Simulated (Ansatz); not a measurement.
Relaxation of CH5NSi (8 atoms, charge 0, multiplicity 1), to a largest force component of 0.02 eV/Å in at most 50 steps.

Theory: RKS PBE-D4/def2-SVP in Ansatz.

```xyz
8
Properties=species:S:1:pos:R:3
N -1.556 0.182 -0.695
C -0.328 0.367 -0.623
Si 0.633 -0.421 0.742
H -1.892 0.744 -1.529
H 0.238 0.959 -1.379
H 0.257 0.087 2.099
H 2.133 -0.083 0.599
H 0.608 -1.891 0.731
```

Problem. Where does it end, and by what steps?

Solution. It converged. After 5 steps the energy has fallen by 0.197 eV; H4 moved furthest, 0.11 Å.

```
step  energy less start (eV)  largest force component (eV/Å)  accepted
   0                  0.0000                           3.211       yes
   1                 -0.1430                           0.841       yes
   2                 -0.1716                           0.704       yes
   3                 -0.1875                           0.380       yes
   4                 -0.1967                           0.096       yes
   5                 -0.1973                           0.019       yes
```

```xyz
8
Properties=species:S:1:pos:R:3
N -1.547 0.183 -0.693
C -0.280 0.392 -0.654
Si 0.711 -0.422 0.765
H -1.977 0.677 -1.501
H 0.264 1.026 -1.403
H 0.219 0.098 2.087
H 2.174 -0.097 0.621
H 0.528 -1.913 0.722
```

Whether the end is a true minimum wasn't checked by a vibrational analysis.

The run took 12 s on 1 thread of Arm Neoverse V1, with other jobs on the host, peak memory 0.13 GiB.
